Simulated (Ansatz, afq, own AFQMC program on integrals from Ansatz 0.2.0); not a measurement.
**BH4⁺, singlet in cc-pVDZ along one coordinate**

```xyz
5

B     0.0000    0.0000    0.0000
H    -0.0156    0.8614    0.8498
H    -0.0213   -0.8500    0.8612
H     0.0213    0.8500   -0.8612
H     0.0156   -0.8614   -0.8498
```

The B1–H3 distance is changed with both sides rigid. Energies in kcal/mol count from this geometry (1.210 Å) at the same level; the start stands on RHF, each point on the determinant named.

Basis cc-pVDZ. Only valence electrons are correlated. AFQMC by an in-house program on the Cholesky factors that Ansatz 0.2.0 writes for its CCSD(T) run. ph-AFQMC/CISD is guided by a CISD state made of CCSD amplitudes; releasing the constraint for a short imaginary time cuts its bias at the price of noise, slowly where states lie close. ± is one standard error of the sampling.

Cautions, each for one point or more: cluster runs in doubt by the program's own checks; restricted determinant unstable towards unrestricted; strong correlation; the next higher spin lies close; the ph-AFQMC/CISD walk drifts between its halves; unrestricted determinant spin contaminated; walk and cluster series may follow different spin states.

| r(B1–H3) / Å | det. | T1 | weight | ⟨S²⟩ | CCSD(T) | ph-AFQMC/CISD | released AFQMC | FCI | CCSDT(Q) | PBE0 | CCSD |
| --- | --- | --- | --- | --- | --- | --- | --- | --- | --- | --- | --- |
| 1.112 | RHF | 0.007 | 0.93 | pure | 3.9 | 4.0 ± 0.1 | 3.8 ± 0.1 | 3.9 | 3.9 | 3.6 | 3.8 |
| 1.320 | RHF | 0.008 | 0.92 | pure | 1.8 | 2.0 ± 0.1 | 1.7 ± 0.1 | 1.7 | 1.7 | 2.1 | 1.9 |
| 1.694 | RHF | 0.015 | 0.90 | pure | 26.0 | 26.3 ± 0.2 | 26.0 ± 0.2 | 25.9 | 25.9 | 28.1 | 26.5 |
| 2.289 | RHF | 0.052 | 0.83 | pure | 62.7 | 63.6 ± 0.3 | 63.1 ± 0.3 | 62.5 | 62.5 | 66.2§ | 64.6 |
| 3.235 | UHF‡ | 0.023 | 0.94 | 1.00 | 84.7 | 83.8 ± 0.2 | 83.7 ± 0.3 | 83.7 | 83.8 | 81.9§ | 83.9 |

Weight is that of the determinant in the CISD state; at the start T1 is 0.007 and the weight 0.93. A double dagger marks points where the walks on two determinants ended up to 5.0 kcal/mol apart; the lower is shown. Symmetry can't show for every point that it stays on the start's state. § marks a functional whose ⟨S²⟩ is too high by over 0.1. Largest departures from full CI: CCSD(T) 1.0 kcal/mol at 3.235 (on UHF), ph-AFQMC/CISD 1.0 kcal/mol at 2.289 (on RHF), released AFQMC 0.6 kcal/mol at 2.289 (on RHF) (within the noise), CCSDT(Q) 0.1 kcal/mol at 3.235 (on UHF), CCSD 2.1 kcal/mol at 2.289 (on RHF). The functionals aren't scored here. In this small basis the wave-function levels are far from their limit, so their gap to the functionals isn't the functionals' error.

Some points may be missing: those where a free walk finds a much lower state, and past Zn most of those on another determinant than at the start.

CCSDT and higher add their correlation energy to the determinant of the CCSD(T) run, since their own runs factorise the integrals more tightly (a shift of under 2 meV). A walk keeps the symmetry of its determinant, which the program's search chose and which needn't be the lowest solution, so a lower state of the same spin and another symmetry isn't excluded. Released energies are given only where the last usable release times agree within the noise; a slower fall can still hide under it.
